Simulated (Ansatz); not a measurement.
Ansatz (an electronic-structure program) input (B3LYP-D3(BJ)/def2-TZVP):

Ansatz 0.2 input:
```yaml
crystal:
  periodic: [false, false, false]
  atoms:
    - {symbol: C, position_ang: [-0.00358972, 0.00080934, 0.26295365]}
    - {symbol: Cl, position_ang: [-0.00984441, 1.69003269, -0.03627790]}
    - {symbol: Cl, position_ang: [1.46912032, -0.83620564, -0.00831232]}
    - {symbol: Cl, position_ang: [-1.45800895, -0.85411270, -0.04821695]}
basis:
  gaussian:
    orbitals: def2-TZVP
hamiltonian:
  xc: b3lyp
  dispersion: d3bj
magnetization: {spin_polarized: true, initial_magnetization: 1}
phonons: {temperatures: {t_min: 298.15, t_max: 298.15, t_step: 100}}
```

Output:

```
Functional definition: B3LYP
integrals: 0.07 GiB planned
969 factors; their error is unknown
mean field: 0.86 GiB planned
mean field evaluation 1: about -38604.8771 eV, gradient 1.3e1 eV
mean field evaluation 2: about -38603.7044 eV, gradient 2.1e1 eV
mean field evaluation 4: about -38605.7273 eV, gradient 7.2e-1 eV
mean field evaluation 8: about -38605.8191 eV, gradient 4.2e-2 eV
mean field evaluation 16: about -38605.8191 eV, gradient 2.0e-5 eV
mean field -38605.81912012 eV, -1418.7376847002 hartree, gradient 2.0e-5 eV, S^2 0.754475; 0 other end points of the search recorded, 0 dependent functions left out
the calculation of the forces begins
reference -38605.81936212 eV, -1418.7376935938 hartree; 29, 28 occupied and 113, 114 virtual orbitals, 969 factors
these checks for a lower state are left out or cut short: stability, starts, cluster_reference, orbital_swaps, neighbouring_geometries, increment
integrals: 0.07 GiB planned
969 factors; their error is unknown
mean field: 0.86 GiB planned
mean field -38605.81903173 eV, -1418.7376814520 hartree, gradient 1.1e-6 eV, S^2 0.754475; 0 other end points of the search recorded, 0 dependent functions left out
the calculation of the forces begins
reference -38605.81927373 eV, -1418.7376903455 hartree; 29, 28 occupied and 113, 114 virtual orbitals, 969 factors
these checks for a lower state are left out or cut short: stability, starts, cluster_reference, orbital_swaps, neighbouring_geometries, increment
integrals: 0.07 GiB planned
969 factors; their error is unknown
mean field: 0.85 GiB planned
mean field -38605.81903135 eV, -1418.7376814379 hartree, gradient 1.2e-6 eV, S^2 0.754475; 0 other end points of the search recorded, 0 dependent functions left out
the calculation of the forces begins
reference -38605.81927335 eV, -1418.7376903316 hartree; 29, 28 occupied and 113, 114 virtual orbitals, 969 factors
these checks for a lower state are left out or cut short: stability, starts, cluster_reference, orbital_swaps, neighbouring_geometries, increment
integrals: 0.07 GiB planned
969 factors; their error is unknown
mean field: 0.86 GiB planned
mean field evaluation 32: about -38605.7308 eV, gradient 1.6e-1 eV
mean field -38605.81906963 eV, -1418.7376828449 hartree, gradient 1.5e-6 eV, S^2 0.754482; 0 other end points of the search recorded, 0 dependent functions left out
the calculation of the forces begins
reference -38605.81931162 eV, -1418.7376917377 hartree; 29, 28 occupied and 113, 114 virtual orbitals, 969 factors
these checks for a lower state are left out or cut short: stability, starts, cluster_reference, orbital_swaps, neighbouring_geometries, increment
integrals: 0.07 GiB planned
969 factors; their error is unknown
mean field: 0.85 GiB planned
mean field -38605.81906710 eV, -1418.7376827520 hartree, gradient 2.0e-6 eV, S^2 0.754468; 0 other end points of the search recorded, 0 dependent functions left out
the calculation of the forces begins
reference -38605.81930913 eV, -1418.7376916463 hartree; 29, 28 occupied and 113, 114 virtual orbitals, 969 factors
these checks for a lower state are left out or cut short: stability, starts, cluster_reference, orbital_swaps, neighbouring_geometries, increment
integrals: 0.07 GiB planned
969 factors; their error is unknown
mean field: 0.86 GiB planned
mean field -38605.81910831 eV, -1418.7376842665 hartree, gradient 2.2e-6 eV, S^2 0.754475; 0 other end points of the search recorded, 0 dependent functions left out
the calculation of the forces begins
reference -38605.81935033 eV, -1418.7376931606 hartree; 29, 28 occupied and 113, 114 virtual orbitals, 969 factors
these checks for a lower state are left out or cut short: stability, starts, cluster_reference, orbital_swaps, neighbouring_geometries, increment
integrals: 0.07 GiB planned
969 factors; their error is unknown
mean field: 0.86 GiB planned
mean field -38605.81910938 eV, -1418.7376843058 hartree, gradient 2.2e-6 eV, S^2 0.754475; 0 other end points of the search recorded, 0 dependent functions left out
the calculation of the forces begins
reference -38605.81935138 eV, -1418.7376931989 hartree; 29, 28 occupied and 113, 114 virtual orbitals, 969 factors
these checks for a lower state are left out or cut short: stability, starts, cluster_reference, orbital_swaps, neighbouring_geometries, increment
integrals: 0.07 GiB planned
969 factors; their error is unknown
mean field: 0.86 GiB planned
mean field -38605.81912942 eV, -1418.7376850421 hartree, gradient 1.2e-6 eV, S^2 0.754479; 0 other end points of the search recorded, 0 dependent functions left out
the calculation of the forces begins
reference -38605.81937146 eV, -1418.7376939370 hartree; 29, 28 occupied and 113, 114 virtual orbitals, 969 factors
these checks for a lower state are left out or cut short: stability, starts, cluster_reference, orbital_swaps, neighbouring_geometries, increment
integrals: 0.07 GiB planned
969 factors; their error is unknown
mean field: 0.86 GiB planned
mean field evaluation 64: about -38605.8190 eV, gradient 5.6e-5 eV
mean field -38605.81897592 eV, -1418.7376794010 hartree, gradient 2.7e-6 eV, S^2 0.754471; 0 other end points of the search recorded, 0 dependent functions left out
the calculation of the forces begins
reference -38605.81921789 eV, -1418.7376882933 hartree; 29, 28 occupied and 113, 114 virtual orbitals, 969 factors
these checks for a lower state are left out or cut short: stability, starts, cluster_reference, orbital_swaps, neighbouring_geometries, increment
integrals: 0.07 GiB planned
969 factors; their error is unknown
mean field: 0.86 GiB planned
mean field -38605.81911764 eV, -1418.7376846093 hartree, gradient 1.5e-6 eV, S^2 0.754479; 0 other end points of the search recorded, 0 dependent functions left out
the calculation of the forces begins
reference -38605.81935964 eV, -1418.7376935025 hartree; 29, 28 occupied and 113, 114 virtual orbitals, 969 factors
these checks for a lower state are left out or cut short: stability, starts, cluster_reference, orbital_swaps, neighbouring_geometries, increment
integrals: 0.07 GiB planned
969 factors; their error is unknown
mean field: 0.86 GiB planned
mean field -38605.81911687 eV, -1418.7376845808 hartree, gradient 2.6e-6 eV, S^2 0.754472; 0 other end points of the search recorded, 0 dependent functions left out
the calculation of the forces begins
reference -38605.81935888 eV, -1418.7376934748 hartree; 29, 28 occupied and 113, 114 virtual orbitals, 969 factors
these checks for a lower state are left out or cut short: stability, starts, cluster_reference, orbital_swaps, neighbouring_geometries, increment
integrals: 0.07 GiB planned
969 factors; their error is unknown
mean field: 0.86 GiB planned
mean field -38605.81897620 eV, -1418.7376794113 hartree, gradient 2.8e-6 eV, S^2 0.754471; 0 other end points of the search recorded, 0 dependent functions left out
the calculation of the forces begins
reference -38605.81921815 eV, -1418.7376883028 hartree; 29, 28 occupied and 113, 114 virtual orbitals, 969 factors
these checks for a lower state are left out or cut short: stability, starts, cluster_reference, orbital_swaps, neighbouring_geometries, increment
integrals: 0.07 GiB planned
969 factors; their error is unknown
mean field: 0.86 GiB planned
mean field -38605.81912935 eV, -1418.7376850396 hartree, gradient 1.2e-6 eV, S^2 0.754479; 0 other end points of the search recorded, 0 dependent functions left out
the calculation of the forces begins
reference -38605.81937141 eV, -1418.7376939352 hartree; 29, 28 occupied and 113, 114 virtual orbitals, 969 factors
these checks for a lower state are left out or cut short: stability, starts, cluster_reference, orbital_swaps, neighbouring_geometries, increment
integrals: 0.07 GiB planned
969 factors; their error is unknown
mean field: 0.86 GiB planned
mean field evaluation 96: about -38605.8191 eV, gradient 3.1e-5 eV
mean field -38605.81911309 eV, -1418.7376844421 hartree, gradient 1.4e-6 eV, S^2 0.754473; 0 other end points of the search recorded, 0 dependent functions left out
the calculation of the forces begins
reference -38605.81935511 eV, -1418.7376933360 hartree; 29, 28 occupied and 113, 114 virtual orbitals, 969 factors
these checks for a lower state are left out or cut short: stability, starts, cluster_reference, orbital_swaps, neighbouring_geometries, increment
integrals: 0.07 GiB planned
969 factors; their error is unknown
mean field: 0.86 GiB planned
mean field -38605.81911289 eV, -1418.7376844348 hartree, gradient 2.6e-6 eV, S^2 0.754478; 0 other end points of the search recorded, 0 dependent functions left out
the calculation of the forces begins
reference -38605.81935489 eV, -1418.7376933282 hartree; 29, 28 occupied and 113, 114 virtual orbitals, 969 factors
Total energy: -38606.06493189 eV, -1418.7467181163 hartree
Atom 0 at    -0.003590     0.000809     0.262954 Å, force    -0.000008    -0.000017    -0.001088 eV/Å
Atom 1 at    -0.009844     1.690033    -0.036278 Å, force    -0.000022    -0.001379     0.000365 eV/Å
Atom 2 at     1.469120    -0.836206    -0.008312 Å, force    -0.001216     0.000662     0.000342 eV/Å
Atom 3 at    -1.458009    -0.854113    -0.048217 Å, force     0.001246     0.000734     0.000380 eV/Å
Dipole moment:     0.000460    -0.000104    -0.033699 e Å
Vibrations: 270.12 270.12 318.24 479.70 870.81 870.87 cm⁻¹, zero-point energy 0.190927 eV
```

It need not be the lowest isomer of its formula.
